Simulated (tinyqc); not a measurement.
UKS/LDA (VWN5) in the sto-3g basis, for H2O+, spin multiplicity 2, step by step (part 1 of 3). Computed by tinyqc, a small Python program that keeps every step (integrals from PySCF). Settings: charge = 1, multiplicity = 2, basis = sto-3g, energy threshold = 1e-08, iteration cap = 63, orthogonalisation = symmetric, start = core, DIIS depth = 4, method = UKS, functional = lda,vwn, grid = [15, 26]. Command: `OMP_NUM_THREADS=1 python tinyqc.py 26434 26435 out.jsonl` (the two numbers bound the seeds that draw the settings). One thread of a shared host (Intel(R) Xeon(R) Processor @ 2.60GHz), about 2 s of CPU time with the checks. Later iterations appear only in the table of the cycle.

## One-electron integrals

Geometry (angstrom):
```
atom         x          y         z
O     0.000000   0.000000  0.000000
H     0.000000   0.873000  0.828000
H     0.000000  -0.873000  0.828000
```

Basis sto-3g: exponents (1/bohr^2) and contraction coefficients of normalised primitives:
```
element  l (shell)    exponent  coefficient
O            s (1)  130.709320     0.154329
O            s (1)   23.808861     0.535328
O            s (1)    6.443608     0.444635
O            s (2)    5.033151    -0.099967
O            s (2)    1.169596     0.399513
O            s (2)    0.380389     0.700115
O            p (3)    5.033151     0.155916
O            p (3)    1.169596     0.607684
O            p (3)    0.380389     0.391957
H            s (1)    3.425251     0.154329
H            s (1)    0.623914     0.535328
H            s (1)    0.168855     0.444635
```

Overlap, kinetic and nuclear-attraction integrals over the contracted functions; the nuclear repulsion is the sum of Za Zb / Rab.

nuclear repulsion = 7.33995541 hartree

overlap S, order 1O 1s, 1O 2s, 1O 2px, 1O 2py, 1O 2pz, 2H 1s, 3H 1s:
$$\begin{pmatrix}
1.000000 & 0.236704 & 0.000000 & 0.000000 & 0.000000 & 0.030094 & 0.030094 \\
0.236704 & 1.000000 & 0.000000 & 0.000000 & 0.000000 & 0.328981 & 0.328981 \\
0.000000 & 0.000000 & 1.000000 & 0.000000 & 0.000000 & 0.000000 & 0.000000 \\
0.000000 & 0.000000 & 0.000000 & 1.000000 & 0.000000 & 0.218456 & -0.218456 \\
0.000000 & 0.000000 & 0.000000 & 0.000000 & 1.000000 & 0.207195 & 0.207195 \\
0.030094 & 0.328981 & 0.000000 & 0.218456 & 0.207195 & 1.000000 & 0.178352 \\
0.030094 & 0.328981 & 0.000000 & -0.218456 & 0.207195 & 0.178352 & 1.000000
\end{pmatrix}$$

kinetic energy T (hartree), order 1O 1s, 1O 2s, 1O 2px, 1O 2py, 1O 2pz, 2H 1s, 3H 1s:
$$\begin{pmatrix}
29.003200 & -0.168011 & 0.000000 & 0.000000 & 0.000000 & -0.008808 & -0.008808 \\
-0.168011 & 0.808128 & 0.000000 & 0.000000 & 0.000000 & 0.040254 & 0.040254 \\
0.000000 & 0.000000 & 2.528731 & 0.000000 & 0.000000 & 0.000000 & 0.000000 \\
0.000000 & 0.000000 & 0.000000 & 2.528731 & 0.000000 & 0.095585 & -0.095585 \\
0.000000 & 0.000000 & 0.000000 & 0.000000 & 2.528731 & 0.090658 & 0.090658 \\
-0.008808 & 0.040254 & 0.000000 & 0.095585 & 0.090658 & 0.760032 & -0.004431 \\
-0.008808 & 0.040254 & 0.000000 & -0.095585 & 0.090658 & -0.004431 & 0.760032
\end{pmatrix}$$

nuclear attraction V (hartree), order 1O 1s, 1O 2s, 1O 2px, 1O 2py, 1O 2pz, 2H 1s, 3H 1s:
$$\begin{pmatrix}
-61.498064 & -7.391286 & 0.000000 & 0.000000 & -0.013522 & -0.960833 & -0.960833 \\
-7.391286 & -9.929332 & 0.000000 & 0.000000 & -0.167713 & -2.451460 & -2.451460 \\
0.000000 & 0.000000 & -9.808678 & 0.000000 & 0.000000 & 0.000000 & 0.000000 \\
0.000000 & 0.000000 & 0.000000 & -9.883868 & 0.000000 & -1.419174 & 1.419174 \\
-0.013522 & -0.167713 & 0.000000 & 0.000000 & -9.876316 & -1.390474 & -1.390474 \\
-0.960833 & -2.451460 & 0.000000 & -1.419174 & -1.390474 & -4.999290 & -0.964935 \\
-0.960833 & -2.451460 & 0.000000 & 1.419174 & -1.390474 & -0.964935 & -4.999290
\end{pmatrix}$$

core Hamiltonian H = T + V (hartree), order 1O 1s, 1O 2s, 1O 2px, 1O 2py, 1O 2pz, 2H 1s, 3H 1s:
$$\begin{pmatrix}
-32.494864 & -7.559297 & 0.000000 & 0.000000 & -0.013522 & -0.969641 & -0.969641 \\
-7.559297 & -9.121204 & 0.000000 & 0.000000 & -0.167713 & -2.411206 & -2.411206 \\
0.000000 & 0.000000 & -7.279946 & 0.000000 & 0.000000 & 0.000000 & 0.000000 \\
0.000000 & 0.000000 & 0.000000 & -7.355137 & 0.000000 & -1.323589 & 1.323589 \\
-0.013522 & -0.167713 & 0.000000 & 0.000000 & -7.347585 & -1.299816 & -1.299816 \\
-0.969641 & -2.411206 & 0.000000 & -1.323589 & -1.299816 & -4.239258 & -0.969366 \\
-0.969641 & -2.411206 & 0.000000 & 1.323589 & -1.299816 & -0.969366 & -4.239258
\end{pmatrix}$$

## Two-electron integrals

Functions are numbered as in S; the eight-fold symmetry (ij|kl) = (ji|kl) = (kl|ij) leaves the list below.

Two-electron integrals (ij|kl) in chemists' order, unique and non-zero (hartree):
```
(11|11) 4.785065    (21|11) 0.741380    (21|21) 0.136873    (22|11) 1.118947
(22|21) 0.256633    (22|22) 0.817206    (31|31) 0.024477    (32|31) 0.037809
(32|32) 0.180518    (33|11) 1.115814    (33|21) 0.256684    (33|22) 0.817023
(33|33) 0.880159    (41|41) 0.024477    (42|41) 0.037809    (42|42) 0.180518
(43|43) 0.047444    (44|11) 1.115814    (44|21) 0.256684    (44|22) 0.817023
(44|33) 0.785270    (44|44) 0.880159    (51|51) 0.024477    (52|51) 0.037809
(52|52) 0.180518    (53|53) 0.047444    (54|54) 0.047444    (55|11) 1.115814
(55|21) 0.256684    (55|22) 0.817023    (55|33) 0.785270    (55|44) 0.785270
(55|55) 0.880159    (61|11) 0.095282    (61|21) 0.017462    (61|22) 0.032599
(61|33) 0.032536    (61|41) 0.000570    (61|42) 0.001079    (61|44) 0.032638
(61|51) 0.000541    (61|52) 0.001023    (61|54) 0.000097    (61|55) 0.032628
(61|61) 0.002255    (62|11) 0.258949    (62|21) 0.060255    (62|22) 0.215852
(62|33) 0.212001    (62|41) 0.003274    (62|42) 0.026261    (62|44) 0.217969
(62|51) 0.003105    (62|52) 0.024908    (62|54) 0.005660    (62|55) 0.217369
(62|61) 0.007853    (62|62) 0.073877    (63|31) 0.005964    (63|32) 0.035942
(63|43) 0.005287    (63|53) 0.005015    (63|63) 0.009921    (64|11) 0.143750
(64|21) 0.033852    (64|22) 0.129497    (64|33) 0.123792    (64|41) 0.007560
(64|42) 0.050647    (64|44) 0.137730    (64|51) 0.001513    (64|52) 0.013947
(64|54) 0.008204    (64|55) 0.126818    (64|61) 0.004582    (64|62) 0.053915
(64|64) 0.048835    (65|11) 0.136340    (65|21) 0.032107    (65|22) 0.122821
(65|33) 0.117411    (65|41) 0.001513    (65|42) 0.013947    (65|44) 0.120601
(65|51) 0.007400    (65|52) 0.049170    (65|54) 0.008313    (65|55) 0.130310
(65|61) 0.004346    (65|62) 0.051136    (65|64) 0.036908    (65|65) 0.044926
(66|11) 0.433522    (66|21) 0.102476    (66|22) 0.423094    (66|33) 0.407194
(66|41) 0.006492    (66|42) 0.073676    (66|44) 0.432042    (66|51) 0.006157
(66|52) 0.069878    (66|54) 0.023567    (66|55) 0.429546    (66|61) 0.013431
(66|62) 0.192030    (66|64) 0.160046    (66|65) 0.151796    (66|66) 0.774606
(71|11) 0.095282    (71|21) 0.017462    (71|22) 0.032599    (71|33) 0.032536
(71|41) -0.000570   (71|42) -0.001079   (71|44) 0.032638    (71|51) 0.000541
(71|52) 0.001023    (71|54) -0.000097   (71|55) 0.032628    (71|61) 0.002227
(71|62) 0.007644    (71|64) 0.004119    (71|65) 0.004235    (71|66) 0.012998
(71|71) 0.002255    (72|11) 0.258949    (72|21) 0.060255    (72|22) 0.215852
(72|33) 0.212001    (72|41) -0.003274   (72|42) -0.026261   (72|44) 0.217969
(72|51) 0.003105    (72|52) 0.024908    (72|54) -0.005660   (72|55) 0.217369
(72|61) 0.007644    (72|62) 0.059702    (72|64) 0.030247    (72|65) 0.040229
(72|66) 0.126165    (72|71) 0.007853    (72|72) 0.073877    (73|31) 0.005964
(73|32) 0.035942    (73|43) -0.005287   (73|53) 0.005015    (73|63) 0.007758
(73|73) 0.009921    (74|11) -0.143750   (74|21) -0.033852   (74|22) -0.129497
(74|33) -0.123792   (74|41) 0.007560    (74|42) 0.050647    (74|44) -0.137730
(74|51) -0.001513   (74|52) -0.013947   (74|54) 0.008204    (74|55) -0.126818
(74|61) -0.004119   (74|62) -0.030247   (74|64) -0.007957   (74|65) -0.020001
(74|66) -0.058576   (74|71) -0.004582   (74|72) -0.053915   (74|74) 0.048835
(75|11) 0.136340    (75|21) 0.032107    (75|22) 0.122821    (75|33) 0.117411
(75|41) -0.001513   (75|42) -0.013947   (75|44) 0.120601    (75|51) 0.007400
(75|52) 0.049170    (75|54) -0.008313   (75|55) 0.130310    (75|61) 0.004235
(75|62) 0.040229    (75|64) 0.020001    (75|65) 0.034477    (75|66) 0.092744
(75|71) 0.004346    (75|72) 0.051136    (75|74) -0.036908   (75|75) 0.044926
(76|11) 0.093846    (76|21) 0.022083    (76|22) 0.087342    (76|33) 0.085040
(76|44) 0.086438    (76|51) 0.001667    (76|52) 0.016622    (76|55) 0.090450
(76|61) 0.002857    (76|62) 0.031024    (76|64) 0.019715    (76|65) 0.024164
(76|66) 0.089343    (76|71) 0.002857    (76|72) 0.031024    (76|74) -0.019715
(76|75) 0.024164    (76|76) 0.017157    (77|11) 0.433522    (77|21) 0.102476
(77|22) 0.423094    (77|33) 0.407194    (77|41) -0.006492   (77|42) -0.073676
(77|44) 0.432042    (77|51) 0.006157    (77|52) 0.069878    (77|54) -0.023567
(77|55) 0.429546    (77|61) 0.012998    (77|62) 0.126165    (77|64) 0.058576
(77|65) 0.092744    (77|66) 0.300508    (77|71) 0.013431    (77|72) 0.192030
(77|74) -0.160046   (77|75) 0.151796    (77|76) 0.089343    (77|77) 0.774606
```

## Orthogonalisation

S = U s U^T; symmetric (Loewdin) form X = U s^(-1/2) U^T, so that X^T S X = 1.

eigenvalues of S: [0.497311, 0.589268, 0.879097, 1.000000, 1.115269, 1.232380, 1.686675]

X, order 1O 1s, 1O 2s, 1O 2px, 1O 2py, 1O 2pz, 2H 1s, 3H 1s:
$$\begin{pmatrix}
1.023223 & -0.132941 & 0.000000 & 0.000000 & -0.006275 & 0.016397 & 0.016397 \\
-0.132941 & 1.114230 & 0.000000 & 0.000000 & 0.056743 & -0.178659 & -0.178659 \\
0.000000 & 0.000000 & 1.000000 & 0.000000 & 0.000000 & 0.000000 & 0.000000 \\
0.000000 & 0.000000 & 0.000000 & 1.046019 & 0.000000 & -0.136519 & 0.136519 \\
-0.006275 & 0.056743 & 0.000000 & 0.000000 & 1.034881 & -0.110263 & -0.110263 \\
0.016397 & -0.178659 & 0.000000 & -0.136519 & -0.110263 & 1.093314 & -0.064163 \\
0.016397 & -0.178659 & 0.000000 & 0.136519 & -0.110263 & -0.064163 & 1.093314
\end{pmatrix}$$

## Starting guess

The start is the orbitals of the core Hamiltonian; D(s) = C_occ C_occ^T for each spin.

D(alpha) at the start, order 1O 1s, 1O 2s, 1O 2px, 1O 2py, 1O 2pz, 2H 1s, 3H 1s:
$$\begin{pmatrix}
1.063527 & -0.275113 & 0.000000 & 0.000000 & -0.015980 & 0.027280 & 0.027280 \\
-0.275113 & 1.189927 & 0.000000 & 0.000000 & 0.089866 & -0.116057 & -0.116057 \\
0.000000 & 0.000000 & 1.000000 & 0.000000 & 0.000000 & 0.000000 & 0.000000 \\
0.000000 & 0.000000 & 0.000000 & 1.079534 & 0.000000 & -0.113434 & 0.113434 \\
-0.015980 & 0.089866 & 0.000000 & 0.000000 & 1.060190 & -0.091772 & -0.091772 \\
0.027280 & -0.116057 & 0.000000 & -0.113434 & -0.091772 & 0.029780 & 0.005942 \\
0.027280 & -0.116057 & 0.000000 & 0.113434 & -0.091772 & 0.005942 & 0.029780
\end{pmatrix}$$

D(beta) at the start, order 1O 1s, 1O 2s, 1O 2px, 1O 2py, 1O 2pz, 2H 1s, 3H 1s:
$$\begin{pmatrix}
1.063527 & -0.275113 & 0.000000 & 0.000000 & -0.015980 & 0.027280 & 0.027280 \\
-0.275113 & 1.189927 & 0.000000 & 0.000000 & 0.089866 & -0.116057 & -0.116057 \\
0.000000 & 0.000000 & 0.000000 & 0.000000 & 0.000000 & 0.000000 & 0.000000 \\
0.000000 & 0.000000 & 0.000000 & 1.079534 & 0.000000 & -0.113434 & 0.113434 \\
-0.015980 & 0.089866 & 0.000000 & 0.000000 & 1.060190 & -0.091772 & -0.091772 \\
0.027280 & -0.116057 & 0.000000 & -0.113434 & -0.091772 & 0.029780 & 0.005942 \\
0.027280 & -0.116057 & 0.000000 & 0.113434 & -0.091772 & 0.005942 & 0.029780
\end{pmatrix}$$

## Iteration 1: exchange-correlation on the grid

Becke grid with 15 radial and 26 angular points per atom, points of zero weight dropped. rho = sum D_ij phi_i phi_j; V_xc,ij = sum w v_xc phi_i phi_j; v_xc is d(rho eps)/d rho(s) for spin s.

The 8 grid points with the largest w rho, of 1150 (bohr, atomic units):
```
x                 y          z         w  rho(alpha)  rho(beta)     eps_xc  v_xc(alpha)
0.000000   0.000000   0.900000  0.172848    0.372893   0.372893  -0.738926    -0.970423
0.000000  -0.900000   0.000000  0.172471    0.362683   0.362683  -0.732528    -0.961958
0.000000   0.900000   0.000000  0.172471    0.362683   0.362683  -0.732528    -0.961958
0.000000   0.000000  -0.900000  0.174965    0.347434   0.347434  -0.722741    -0.949011
0.000000   0.000000  -1.315168  0.489432    0.118569   0.118569  -0.517110    -0.677285
0.000000   0.000000   1.315168  0.431549    0.118178   0.118178  -0.516580    -0.676587
0.000000  -1.315168   0.000000  0.424977    0.118006   0.118006  -0.516347    -0.676279
0.000000   1.315168   0.000000  0.424977    0.118006   0.118006  -0.516347    -0.676279
```

electrons on the grid, sum of w rho = 9.014635

E_xc = sum of w rho eps_xc = -8.91301641 hartree

V_xc(alpha) (hartree), order 1O 1s, 1O 2s, 1O 2px, 1O 2py, 1O 2pz, 2H 1s, 3H 1s:
$$\begin{pmatrix}
-2.953102 & -0.430192 & 0.000000 & 0.000000 & -0.001128 & -0.055620 & -0.055620 \\
-0.430192 & -0.835574 & 0.000000 & 0.000000 & -0.000460 & -0.186796 & -0.186796 \\
0.000000 & 0.000000 & -0.826949 & 0.000000 & 0.000000 & 0.000000 & 0.000000 \\
0.000000 & 0.000000 & 0.000000 & -0.831387 & 0.000000 & -0.099515 & 0.099515 \\
-0.001128 & -0.000460 & 0.000000 & 0.000000 & -0.833519 & -0.094468 & -0.094468 \\
-0.055620 & -0.186796 & 0.000000 & -0.099515 & -0.094468 & -0.201975 & -0.056024 \\
-0.055620 & -0.186796 & 0.000000 & 0.099515 & -0.094468 & -0.056024 & -0.201975
\end{pmatrix}$$

V_xc(beta) (hartree), order 1O 1s, 1O 2s, 1O 2px, 1O 2py, 1O 2pz, 2H 1s, 3H 1s:
$$\begin{pmatrix}
-2.936246 & -0.418163 & 0.000000 & 0.000000 & -0.001217 & -0.054188 & -0.054188 \\
-0.418163 & -0.776965 & 0.000000 & 0.000000 & -0.000640 & -0.176021 & -0.176021 \\
0.000000 & 0.000000 & -0.716238 & 0.000000 & 0.000000 & 0.000000 & 0.000000 \\
0.000000 & 0.000000 & 0.000000 & -0.798637 & 0.000000 & -0.096059 & 0.096059 \\
-0.001217 & -0.000640 & 0.000000 & 0.000000 & -0.800690 & -0.091162 & -0.091162 \\
-0.054188 & -0.176021 & 0.000000 & -0.096059 & -0.091162 & -0.195967 & -0.053444 \\
-0.054188 & -0.176021 & 0.000000 & 0.096059 & -0.091162 & -0.053444 & -0.195967
\end{pmatrix}$$

## Iteration 1: building the Kohn-Sham matrix

J_ij = sum D_kl (ij|kl) with D = D(alpha) + D(beta); F = H + J + V_xc; E = tr D H + tr D J / 2 + E_xc + E_nn.

Coulomb J (hartree), order 1O 1s, 1O 2s, 1O 2px, 1O 2py, 1O 2pz, 2H 1s, 3H 1s:
$$\begin{pmatrix}
17.519753 & 3.298540 & 0.000000 & 0.000000 & 0.003228 & 0.421394 & 0.421394 \\
3.298540 & 8.007404 & 0.000000 & 0.000000 & -0.000466 & 2.038099 & 2.038099 \\
0.000000 & 0.000000 & 7.938262 & 0.000000 & 0.000000 & 0.000000 & 0.000000 \\
0.000000 & 0.000000 & 0.000000 & 8.030730 & 0.000000 & 1.200383 & -1.200383 \\
0.003228 & -0.000466 & 0.000000 & 0.000000 & 8.030185 & 1.136966 & 1.136966 \\
0.421394 & 2.038099 & 0.000000 & 1.200383 & 1.136966 & 3.824148 & 0.799735 \\
0.421394 & 2.038099 & 0.000000 & -1.200383 & 1.136966 & 0.799735 & 3.824148
\end{pmatrix}$$

F(alpha) (hartree), order 1O 1s, 1O 2s, 1O 2px, 1O 2py, 1O 2pz, 2H 1s, 3H 1s:
$$\begin{pmatrix}
-17.928213 & -4.690948 & 0.000000 & 0.000000 & -0.011421 & -0.603867 & -0.603867 \\
-4.690948 & -1.949374 & 0.000000 & 0.000000 & -0.168638 & -0.559902 & -0.559902 \\
0.000000 & 0.000000 & -0.168634 & 0.000000 & 0.000000 & 0.000000 & 0.000000 \\
0.000000 & 0.000000 & 0.000000 & -0.155794 & 0.000000 & -0.222720 & 0.222720 \\
-0.011421 & -0.168638 & 0.000000 & 0.000000 & -0.150919 & -0.257319 & -0.257319 \\
-0.603867 & -0.559902 & 0.000000 & -0.222720 & -0.257319 & -0.617085 & -0.225656 \\
-0.603867 & -0.559902 & 0.000000 & 0.222720 & -0.257319 & -0.225656 & -0.617085
\end{pmatrix}$$

F(beta) (hartree), order 1O 1s, 1O 2s, 1O 2px, 1O 2py, 1O 2pz, 2H 1s, 3H 1s:
$$\begin{pmatrix}
-17.911357 & -4.678920 & 0.000000 & 0.000000 & -0.011511 & -0.602436 & -0.602436 \\
-4.678920 & -1.890765 & 0.000000 & 0.000000 & -0.168819 & -0.549128 & -0.549128 \\
0.000000 & 0.000000 & -0.057923 & 0.000000 & 0.000000 & 0.000000 & 0.000000 \\
0.000000 & 0.000000 & 0.000000 & -0.123044 & 0.000000 & -0.219264 & 0.219264 \\
-0.011511 & -0.168819 & 0.000000 & 0.000000 & -0.118090 & -0.254012 & -0.254012 \\
-0.602436 & -0.549128 & 0.000000 & -0.219264 & -0.254012 & -0.611077 & -0.223076 \\
-0.602436 & -0.549128 & 0.000000 & 0.219264 & -0.254012 & -0.223076 & -0.611077
\end{pmatrix}$$

total energy of this density = -73.35170508 hartree

## Iteration 1: diagonalisation and new density

Diagonalise F' = X^T F X, C = X C', fill 5 alpha and 4 beta electrons from the bottom; D(s) = C_occ C_occ^T. Each column has its largest component positive (the first on a tie).

F' = X^T F X (alpha) (hartree):
$$\begin{pmatrix}
-17.564945 & -2.521504 & 0.000000 & 0.000000 & -0.021418 & -0.048779 & -0.048779 \\
-2.521504 & -1.023843 & 0.000000 & 0.000000 & -0.077265 & -0.208633 & -0.208633 \\
0.000000 & 0.000000 & -0.168634 & 0.000000 & 0.000000 & 0.000000 & 0.000000 \\
0.000000 & 0.000000 & 0.000000 & -0.057835 & 0.000000 & -0.193858 & 0.193858 \\
-0.021418 & -0.077265 & 0.000000 & 0.000000 & -0.075631 & -0.172117 & -0.172117 \\
-0.048779 & -0.208633 & 0.000000 & -0.193858 & -0.172117 & -0.445102 & -0.055652 \\
-0.048779 & -0.208633 & 0.000000 & 0.193858 & -0.172117 & -0.055652 & -0.445102
\end{pmatrix}$$

orbital energies (alpha) (hartree): MO1 -17.941561, MO2 -0.918019, MO3 -0.544040, MO4 -0.345005, MO5 -0.168634, MO6 0.039412, MO7 0.096754

coefficients C (alpha), order 1O 1s, 1O 2s, 1O 2px, 1O 2py, 1O 2pz, 2H 1s, 3H 1s:
$$\begin{pmatrix}
0.992527 & -0.197736 & 0.000000 & -0.198605 & 0.000000 & -0.039778 & 0.000000 \\
0.031384 & 0.672800 & 0.000000 & 0.896398 & 0.000000 & 0.262805 & 0.000000 \\
0.000000 & 0.000000 & 0.000000 & 0.000000 & 1.000000 & 0.000000 & 0.000000 \\
0.000000 & 0.000000 & 0.345597 & 0.000000 & 0.000000 & 0.000000 & 1.005979 \\
0.003140 & 0.198312 & 0.000000 & -0.259980 & 0.000000 & 0.995805 & 0.000000 \\
-0.005669 & 0.304902 & 0.645877 & -0.536381 & 0.000000 & -0.439568 & -0.520918 \\
-0.005669 & 0.304902 & -0.645877 & -0.536381 & 0.000000 & -0.439568 & 0.520918
\end{pmatrix}$$

F' = X^T F X (beta) (hartree):
$$\begin{pmatrix}
-17.549526 & -2.518227 & 0.000000 & 0.000000 & -0.021445 & -0.049216 & -0.049216 \\
-2.518227 & -0.962289 & 0.000000 & 0.000000 & -0.075735 & -0.208431 & -0.208431 \\
0.000000 & 0.000000 & -0.057923 & 0.000000 & 0.000000 & 0.000000 & 0.000000 \\
0.000000 & 0.000000 & 0.000000 & -0.023847 & 0.000000 & -0.194764 & 0.194764 \\
-0.021445 & -0.075735 & 0.000000 & 0.000000 & -0.041877 & -0.172734 & -0.172734 \\
-0.049216 & -0.208431 & 0.000000 & -0.194764 & -0.172734 & -0.441207 & -0.055386 \\
-0.049216 & -0.208431 & 0.000000 & 0.194764 & -0.172734 & -0.055386 & -0.441207
\end{pmatrix}$$

orbital energies (beta) (hartree): MO1 -17.924195, MO2 -0.883086, MO3 -0.534413, MO4 -0.311552, MO5 -0.057923, MO6 0.068548, MO7 0.124745

coefficients C (beta), order 1O 1s, 1O 2s, 1O 2px, 1O 2py, 1O 2pz, 2H 1s, 3H 1s:
$$\begin{pmatrix}
0.992688 & -0.188060 & 0.000000 & -0.207166 & 0.000000 & -0.039007 & 0.000000 \\
0.030737 & 0.630128 & 0.000000 & 0.928462 & 0.000000 & 0.257276 & 0.000000 \\
0.000000 & 0.000000 & 0.000000 & 0.000000 & 1.000000 & 0.000000 & 0.000000 \\
0.000000 & 0.000000 & 0.326723 & 0.000000 & 0.000000 & 0.000000 & 1.012267 \\
0.003088 & 0.198064 & 0.000000 & -0.237359 & 0.000000 & 1.001487 & 0.000000 \\
-0.005545 & 0.332946 & 0.655507 & -0.528548 & 0.000000 & -0.428574 & -0.508748 \\
-0.005545 & 0.332946 & -0.655507 & -0.528548 & 0.000000 & -0.428574 & 0.508748
\end{pmatrix}$$

D(alpha) after iteration 1, order 1O 1s, 1O 2s, 1O 2px, 1O 2py, 1O 2pz, 2H 1s, 3H 1s:
$$\begin{pmatrix}
1.063653 & -0.279917 & 0.000000 & 0.000000 & 0.015536 & 0.040611 & 0.040611 \\
-0.279917 & 1.257173 & 0.000000 & 0.000000 & -0.099522 & -0.275850 & -0.275850 \\
0.000000 & 0.000000 & 1.000000 & 0.000000 & 0.000000 & 0.000000 & 0.000000 \\
0.000000 & 0.000000 & 0.000000 & 0.119437 & 0.000000 & 0.223213 & -0.223213 \\
0.015536 & -0.099522 & 0.000000 & 0.000000 & 0.106927 & 0.199896 & 0.199896 \\
0.040611 & -0.275850 & 0.000000 & 0.223213 & 0.199896 & 0.797860 & -0.036456 \\
0.040611 & -0.275850 & 0.000000 & -0.223213 & 0.199896 & -0.036456 & 0.797860
\end{pmatrix}$$

D(beta) after iteration 1, order 1O 1s, 1O 2s, 1O 2px, 1O 2py, 1O 2pz, 2H 1s, 3H 1s:
$$\begin{pmatrix}
1.063714 & -0.280335 & 0.000000 & 0.000000 & 0.014990 & 0.041379 & 0.041379 \\
-0.280335 & 1.260048 & 0.000000 & 0.000000 & -0.095479 & -0.281109 & -0.281109 \\
0.000000 & 0.000000 & 0.000000 & 0.000000 & 0.000000 & 0.000000 & 0.000000 \\
0.000000 & 0.000000 & 0.000000 & 0.106748 & 0.000000 & 0.214169 & -0.214169 \\
0.014990 & -0.095479 & 0.000000 & 0.000000 & 0.095578 & 0.191383 & 0.191383 \\
0.041379 & -0.281109 & 0.000000 & 0.214169 & 0.191383 & 0.819936 & -0.039442 \\
0.041379 & -0.281109 & 0.000000 & -0.214169 & 0.191383 & -0.039442 & 0.819936
\end{pmatrix}$$
